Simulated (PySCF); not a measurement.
**Relaxation of singlet P(OH)₃**

All numbers come from PySCF, B3LYP, basis P def2-SVP, O def2-SVP, H def2-SVP (no relativity, density fitting). A (50,194) grid was used.

A start displaced from a saddle point along its imaginary mode, with no symmetry imposed:

```xyz
7
charge 0 multiplicity 1, angstrom
P     0.0109    0.0069   -0.5207
O     1.4788    0.0595    0.2483
O    -0.8312    1.2104    0.2875
O    -0.6507   -1.2989    0.2853
H     1.4103   -0.4016    1.1501
H    -0.2848    1.6357    0.9701
H    -1.4087   -0.9837    0.8510
```

Optimiser trace:
```tsv
step	E − E(last) (kJ/mol)	largest gradient (Eh/bohr)
0	16.67	0.03153
2	10.83	0.00332
4	10.63	0.00194
6	10.49	0.00096
8	10.34	0.00147
10	10.10	0.00471
12	8.96	0.00679
14	7.43	0.00868
16	5.94	0.00788
18	4.21	0.00806
20	2.25	0.00909
22	1.08	0.00886
24	0.69	0.00583
26	0.54	0.00186
28	0.49	0.00138
30	0.40	0.00180
32	0.18	0.00152
34	0.09	0.00084
36	0.05	0.00321
38	0.00	0.00020
```

It ends at C1 with O–H 0.967 Å, O–H 0.972 Å (×2), P–O 1.650 Å (×2), P–O 1.680 Å; H–O–P 111.5°, H–O–P 112.2°, H–O–P 113.8°, O–P–O 93.5°, O–P–O 101.0°, O–P–O 102.9° (after a last refinement on a finer grid). A frequency run shows a minimum.

Final geometry:
```xyz
7
charge 0 multiplicity 1, angstrom
P    -0.0756   -0.0639   -0.5001
O     1.4695   -0.1056    0.0774
O    -0.6407    1.3790    0.0673
O    -0.6530   -1.1190    0.6729
H     1.5116   -0.5320    0.9497
H    -0.4460    1.5349    1.0072
H    -1.5322   -1.4599    0.4564
```
